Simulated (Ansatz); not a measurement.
Predict the output of the script below (Ansatz's Python interface).

The script, `ch2n2.py`:
```python
import logging
import sys

import ansatz as az
import numpy as np

logging.basicConfig(stream=sys.stdout, format="%(name)s: %(message)s")
log = logging.getLogger("run")
log.setLevel(logging.INFO)

system = (
    az.Crystal.molecule()
    .atom("N", (-1.0993, -0.144, 0.2404))
    .atom("C", (-0.0114, -0.0091, -0.0043))
    .atom("N", (1.0997, 0.0882, -0.2493))
    .atom("H", (-1.6131, 0.3905, -0.5021))
    .atom("H", (1.674, -0.3993, 0.4739))
)

job = (
    system.calculation()
    .basis(gaussian="6-31G*")
    .functional("PBE0", dispersion="d3bj")
    .accuracy("medium")
)
symbols = [site.symbol for site in system.cartesian_sites]
start = np.array([site.position_ang for site in system.cartesian_sites], dtype=float)
r = job.relax(force_tolerance=0.01, max_steps=100).run().report
end = np.array(r["positions_ang"])

away = sum((end[2] - end[j]) / np.linalg.norm(end[2] - end[j]) for j in [1, 4]) + np.array([0.15, 0.1, -0.2])
proton = end[2] + 1.0 * away / np.linalg.norm(away)
acid = az.Crystal.molecule()
for symbol, place in zip(symbols, end):
    acid = acid.atom(symbol, place.tolist())
acid = acid.atom("H", proton.tolist())
protonated = (
    acid.calculation()
    .basis(gaussian="6-31G*")
    .functional("PBE0", dispersion="d3bj")
    .accuracy("medium")
    .charge(1)
    .relax(force_tolerance=0.01, max_steps=80)
)
after = protonated.run().report
xyz = np.array(after["positions_ang"])
reach = np.linalg.norm(xyz[:-1] - xyz[-1], axis=1)
log.info(f"base {r['free_energy_ev']:.5f} eV, protonated {after['free_energy_ev']:.5f} eV")
log.info(f"the proton ends {reach.min():.3f} A from {symbols[reach.argmin()]}{reach.argmin()}")
log.info(f"electronic proton affinity {96.485332 * (r['free_energy_ev'] - after['free_energy_ev']):.1f} kJ/mol")
```

Output of `python ch2n2.py`:
```text
run: base -4043.80475 eV, protonated -4052.61589 eV
run: the proton ends 1.018 A from N2
run: electronic proton affinity 850.1 kJ/mol
```

Caveats:
- The settings weren't tested for convergence.
- The proton is put on one chosen atom, which needn't be the most basic site, so the molecule's proton affinity can be higher; the ends are stationary points, not checked by frequencies, and zero-point and thermal terms count only where printed.
- Run time: 28 s on 1 thread of Arm Neoverse V2, with other jobs on the host, peak memory 0.18 GiB.
